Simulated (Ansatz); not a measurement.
**CH7AlSi (SMILES [CH3][AlH][SiH3]) at PBE-QIDH/cc-pVDZ**

Aim: the energy change on altering one bond length of CH7AlSi at PBE-QIDH/cc-pVDZ, from 2 runs. 

Program for the calculation: Ansatz 0.2.0.

68 further runs of the same task are left out: 68 set aside as unsound or not needed.

### 1 The structure to begin with

CH7AlSi has 10 atoms, charge 0, and is taken as a singlet. SMILES: `[CH3][AlH][SiH3]`. The coordinates come from a PBE0-D4/def2-TZVP relaxation.

Bond lengths: C1–Al2 1.953 Å, Al2–Si3 2.461 Å, C1–H4 1.096 Å, C1–H5 1.092 Å, C1–H6 1.096 Å, Al2–H7 1.593 Å, Si3–H8 1.494 Å, Si3–H9 1.494 Å, Si3–H10 1.490 Å. Some angles: C1–Al2–Si3 120.6°, C1–Al2–H7 118.9°, Si3–Al2–H7 120.4°, Al2–C1–H4 110.5°, Al2–C1–H5 113.7°, Al2–C1–H6 110.2°, Al2–Si3–H8 110.9°, Al2–Si3–H9 110.7°, Al2–Si3–H10 114.1°, H4–C1–H5 108.0°.

### 2 A single-point energy at PBE-QIDH/cc-pVDZ

Input file job.yaml:

```yaml
crystal:
  periodic: [false, false, false]
  atoms:
    - {symbol: C, position_ang: [-1.428400, 0.967200, -0.792400]}
    - {symbol: Al, position_ang: [0.409100, 0.309500, -0.720900]}
    - {symbol: Si, position_ang: [1.161700, -1.107300, 1.145400]}
    - {symbol: H, position_ang: [-1.909200, 0.659300, -1.727500]}
    - {symbol: H, position_ang: [-2.050600, 0.624100, 0.036600]}
    - {symbol: H, position_ang: [-1.438000, 2.063000, -0.790400]}
    - {symbol: H, position_ang: [1.416900, 0.709200, -1.887700]}
    - {symbol: H, position_ang: [0.334900, -2.347600, 1.241000]}
    - {symbol: H, position_ang: [1.000200, -0.395000, 2.448500]}
    - {symbol: H, position_ang: [2.586600, -1.533600, 1.050400]}
basis:
  gaussian:
    orbitals: cc-pVDZ
magnetization:
  spin_polarized: false
  initial_magnetization: 0
accuracy: high
output: {orbitals: {seedname: orbitals}}
correlation:
  frozen_orbitals: {Al: 5, C: 1, H: 0, Si: 5}
hamiltonian:
  xc: {name: PBE-QIDH}
```

The run is started by

```bash
$ ansatz run job.yaml --threads 1 --pin off --max-ram 3480MiB --events-out events.jsonl --progress --plain --runs-dir runs
```

What it wrote:

```text
Warning: RAYON_NUM_THREADS=1 ignored (pool sized by the plan → 1); use --threads N
Functional definition: PBE-QIDH
  name "PBE-QIDH"
  parameter a = 3^(-1/3)
  parameter c = 1/3
  exchange = (1 - a)*pbe_x + a*exact_x
  correlation = (1 - c)*pbe_c + c*(mp2_os + mp2_ss)
2025 factors; integrals over basis functions are off by at most 3.9e-9 eV
mean field evaluation 1: about -15606.0732 eV, gradient 2.9e1 eV
mean field evaluation 2: about -15606.1093 eV, gradient 2.9e1 eV
mean field evaluation 4: about -15608.3876 eV, gradient 1.6e0 eV
mean field evaluation 8: about -15608.4010 eV, gradient 5.1e-2 eV
mean field evaluation 16: about -15608.4010 eV, gradient 1.9e-5 eV
mean field -15608.40100010 eV, -573.5981569996 hartree, gradient 6.4e-8 eV, S^2 0.000000; 0 other end points of the search recorded, 0 dependent functions left out
11 core orbitals not correlated: weight in the atoms' cores, before any rotation towards them, 1.000 or more for the frozen orbitals, at most 0.000 for the correlated occupied ones
reference -15608.40100140 eV, -573.5981570471 hartree; 9, 9 occupied and 65, 65 virtual orbitals, 2025 factors
second order -9.93163275 eV of doubles, -0.00000000 eV of singles
Total energy: -15611.71154564 eV, -573.7198173043 hartree
```

Run time: 12 s. Hardware: 1 thread of Arm Neoverse V1, shared host; peak memory 0.29 GiB.

### 3 The distorted shape, same level

Input file run.yaml:

```yaml
crystal:
  periodic: [false, false, false]
  atoms:
    - {symbol: C, position_ang: [-1.379947, 0.753499, -1.183350]}
    - {symbol: Al, position_ang: [0.457553, 0.095799, -1.111850]}
    - {symbol: Si, position_ang: [1.210153, -1.321001, 0.754450]}
    - {symbol: H, position_ang: [-1.860747, 0.445599, -2.118450]}
    - {symbol: H, position_ang: [-2.002147, 0.410399, -0.354350]}
    - {symbol: H, position_ang: [-1.389547, 1.849299, -1.181350]}
    - {symbol: H, position_ang: [1.465353, 0.495499, -2.278650]}
    - {symbol: H, position_ang: [0.383353, -2.561301, 0.850050]}
    - {symbol: H, position_ang: [1.000200, -0.395000, 2.448500]}
    - {symbol: H, position_ang: [2.635053, -1.747301, 0.659450]}
basis:
  gaussian: {orbitals: cc-pVDZ}
hamiltonian: {xc: {name: PBE-QIDH}}
correlation: {frozen_orbitals: {Al: 5, C: 1, H: 0, Si: 5}}
accuracy: high
output: {orbitals: {seedname: orbitals}}
```

The run is started by

```bash
$ ansatz run run.yaml --threads 1 --pin off --max-ram 3480MiB --events-out events.jsonl --progress --plain --runs-dir runs
```

What it wrote, cut to the lines that bear on the results:

```text
Warning: RAYON_NUM_THREADS=1 ignored (pool sized by the plan → 1); use --threads N
[... 2 set-up lines as earlier in the session ...]
[...]
2011 factors; integrals over basis functions are off by at most 4.0e-9 eV
[...]
mean field -15607.38167344 eV, -573.5606974355 hartree, gradient 7.1e-8 eV, S^2 0.000000; 0 other end points of the search recorded, 0 dependent functions left out
11 core orbitals not correlated: weight in the atoms' cores, before any rotation towards them, 1.000 or more for the frozen orbitals, at most 0.000 for the correlated occupied ones
reference -15607.38167474 eV, -573.5606974833 hartree; 9, 9 occupied and 65, 65 virtual orbitals, 2011 factors
second order -10.00003152 eV of doubles, -0.00000000 eV of singles
Total energy: -15610.71501858 eV, -573.6831956101 hartree
```

It took 11 s on 1 thread of Arm Neoverse V1, shared host; peak memory 0.28 GiB.

### 4 Outcome

Level: PBE-QIDH/cc-pVDZ, 11 core orbitals frozen.

```
                                                          quantity          value
                                         first shape: total energy  -573.71982 Eh
                    first shape: HOMO energy (SCF part's orbitals)       -9.00 eV
                    first shape: LUMO energy (SCF part's orbitals)       -0.19 eV
                  first shape: HOMO–LUMO gap (SCF part's orbitals)        8.80 eV
                                     distorted shape: total energy  -573.68320 Eh
                distorted shape: HOMO energy (SCF part's orbitals)       -9.05 eV
                distorted shape: LUMO energy (SCF part's orbitals)       -0.41 eV
              distorted shape: HOMO–LUMO gap (SCF part's orbitals)        8.65 eV
energy change with the Si3–H9 bond stretched from 1.494 to 1.942 Å       0.997 eV
```

**Reading.** With the Si3–H9 bond stretched from 1.494 to 1.942 Å the energy rises by 1.00 eV (96.2 kJ/mol). The first shape isn't relaxed at this level, so the change isn't measured from a minimum.
